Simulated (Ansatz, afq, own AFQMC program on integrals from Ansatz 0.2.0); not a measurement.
# NH4, doublet in cc-pVTZ, levels against CCSDT(Q)

```json
{"atom": "N", "x (Å)": "-0.1427", "y (Å)": "-0.0316", "z (Å)": "-0.0492"}
{"atom": "H", "x (Å)": "-0.4400", "y (Å)": "0.9362", "z (Å)": "-0.0492"}
{"atom": "H", "x (Å)": "-0.4400", "y (Å)": "-0.4339", "z (Å)": "0.8311"}
{"atom": "H", "x (Å)": "0.9833", "y (Å)": "-0.0316", "z (Å)": "-0.0492"}
{"atom": "H", "x (Å)": "1.8803", "y (Å)": "-0.0316", "z (Å)": "-0.0492"}
```

Basis cc-pVTZ. Noble-gas cores (and the filled d shells of Ga–Kr and In–Xe) are frozen. Ansatz 0.2.0 and our own AFQMC program on the same integrals; the CISD trial comes from CCSD amplitudes, and released means the phaseless constraint is let go. ± is one standard error of the sampling.

Determinant: UHF, the one that the program's search chose, which needn't be the lowest solution. The geometry is a point of a scan.

No full CI on the walks' own integrals is used here; CCSDT(Q) serves as the reference and is uncertain by about the last step of the cluster series.

The T1 diagnostic is 0.0139. The weight of the determinant in the CISD state is 0.918. The ⟨S²⟩ of the determinant is 0.777. The size of the correlated space is 9 electrons in 85 orbitals.

| level | correlation energy (eV) |
| --- | --- |
| MP2 | -6.6438 |
| CCSD | -7.1252 |
| CCSD(T) | -7.3591 |

Problem. Estimate where phaseless AFQMC with the Hartree–Fock trial lies against CCSD(T) on the same integrals.

Solution. 2.6 ± 23.3 meV above CCSD(T). The gap is under twice the noise, so this walk alone can't tell the two apart.

Reference: CCSDT(Q), correlation energy -7.380 eV. The released energy is read at 2.40 1/Eh (meV from the phaseless value at times in 1/Eh: -1 ± 4 at 0.24, -9 ± 3 at 0.51, -12 ± 3 at 0.99, -8 ± 4 at 1.62, -14 ± 6 at 2.40).

| level | E − E(reference) (meV) | share of correlation (%) |
| --- | --- | --- |
| CCSD(T) | 20.9 | 99.72 |
| CCSDT | 10.4 | 99.86 |
| ph-AFQMC/HF | 23.5 ± 23.3 | 99.68 |
| ph-AFQMC/CISD | 11.0 ± 4.5 | 99.85 |
| released AFQMC | -3.3 ± 5.5 | 100.04 |

A walk keeps the symmetry of its determinant, which the program's search chose and which needn't be the lowest solution, so a lower state of the same spin and another symmetry isn't excluded. Released energies are given only where the last usable release times agree within the noise; a slower fall can still hide under it.
